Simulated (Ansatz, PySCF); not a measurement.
Species: CH4O, net charge 1, doublet state. 
Coordinates optimised at B3LYP-D3(BJ)/def2-TZVP (Ansatz, a first-principles code):
```xyz
6

C     -0.0733     0.6211     0.1251
O      0.0496    -0.6923    -0.1845
H     -1.1776     0.8533     0.1127
H      0.6233    -1.2067     0.4321
H      0.4613     0.9684     1.0035
H      0.1358     1.1968    -0.8226
```
Charge +1, spin multiplicity 2.

Total electronic energies in hartree. Cores are frozen in the correlated levels unless marked. UHF or UKS for open shells. Spin-orbit coupling is left out. No relativistic terms. Basis-set limits of correlation are two-point, X^-3; Hartree-Fock from the larger set. [CCSD(T)-MP2]/basis is that difference in the basis named.

| level | program | energy (Eh) |
|---|---|---|
| B3LYP-D3(BJ)/def2-TZVPD | Ansatz + dftd3 | -115.38804 |
| MN15-D3(BJ)/def2-TZVPD | PySCF + dftd3 | -115.24480 |
| LC-wPBE-D4/def2-TZVPD | Ansatz + dftd4 | -115.31135 |
| MP2/cc-pwCVTZ | Ansatz | -115.11589 |
| SCS-MP2/def2-SVPD | Ansatz | -114.91131 |
| SCS-MP2/cc-pVTZ | Ansatz | -115.10980 |
| SCS-MP2/def2-TZVPPD | Ansatz | -115.11389 |
| CCSD/def2-SVP | Ansatz | -114.93028 |
| RI-MP2/CBS(aug-cc-pVTZ,aug-cc-pVQZ)+[CCSD(T)-MP2]/aug-cc-pVTZ | Ansatz | -115.2105 |

Totals of different functionals don't rank their quality; only differences between species are comparable.
